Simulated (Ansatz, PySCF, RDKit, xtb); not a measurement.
# AlSiH5O: from the formula to a structure

Given the formula AlSiH5O and nothing else, which arrangement of the atoms is the most stable in the gas at 298.15 K, and what are its properties?

Plan: many cheap relaxations first (GFN2-xTB), then density-functional screening, relaxation at B3LYP/6-31G*, vibrations and a final energy. The numbers are computed, not measured.

7 further runs of the same task are left out: 7 set aside as unsound or not needed.

### 1 Candidates

A program enumerates the bonding patterns with one Lewis structure each (two rings at most, one unusual centre or charged pair), with their diastereomers. O–O, O–halogen and N–halogen bonds and N–N–N chains are not drawn. That gives 9 candidates.

| label | SMILES | spin |
| --- | --- | --- |
| c153 | [AlH2][O][SiH3] | singlet |
| c231 | [AlH2][OH+][SiH2-] | singlet |
| c284 | [AlH3-][O+]=[SiH2] | singlet |
| c336 | [OH][AlH2-][SiH2+] | singlet |
| c365 | O[SiH+][AlH3-] | singlet |
| c634 | [OH+]1[AlH2-][SiH2]1 | singlet |
| c742 | [OH][AlH][SiH3] | singlet |
| c792 | O[SiH2][AlH2] | singlet |
| c948 | [OH2+][SiH-][AlH2] | singlet |

Candidates are built by distance geometry, with a force field where one applies, in up to four conformers (letters a to d). 16 starts with atoms placed at random are added, to find patterns that the rules miss.

Q: Predict the outcome of this search (final energies at CCSD(T)/def2-TZVP).

| quantity | value |
| --- | --- |
| lowest structure found | [AlH2][O][SiH3], singlet, Cs |
| next finalist | [OH][AlH][SiH3], singlet, 25.9 kcal/mol higher in G |
| share at equilibrium, among the finalists | 100.0 % |
| harmonic wavenumbers, lowest and highest (B3LYP/6-31G*) | 35 and 2245 cm⁻¹ |
| rotational constants, same geometry | 1.674, 0.09259, 0.09051 cm⁻¹ |
| dipole moment (PBE0/def2-TZVPD) | 0.51 D |
| HOMO energy (PBE0/def2-TZVPD) | -8.26 eV |
| LUMO energy (PBE0/def2-TZVPD) | -1.24 eV |
| HOMO–LUMO gap (PBE0/def2-TZVPD) | 7.02 eV |
| lowest excitation (TD-PBE0/def2-SVPD) | 5.56 eV (f = 0.000) |
| lowest triplet excitation, same level, Tamm-Dancoff | 5.10 eV |
| vertical ionisation energy | 10.23 eV |
| vertical electron affinity | -0.19 eV (unbound: the value depends on the basis) |
| vertical triplet less singlet | +5.13 eV |

The search ends on `[AlH2][O][SiH3]`. Among the finalists first place is clear (25.9 kcal/mol); structures outside the list aren't covered. B3LYP/6-31G*, HF/def2-TZVP and MP2/def2-TZVP already put its bonding pattern lowest among the structures in one piece. Lowest found is not proven lowest: the search is finite, and each finalist counts with one conformer. Patterns outside the rules of the enumeration were met only by chance. The lowest isomer need not be the one that is made and kept in a bottle, which depends on barriers.
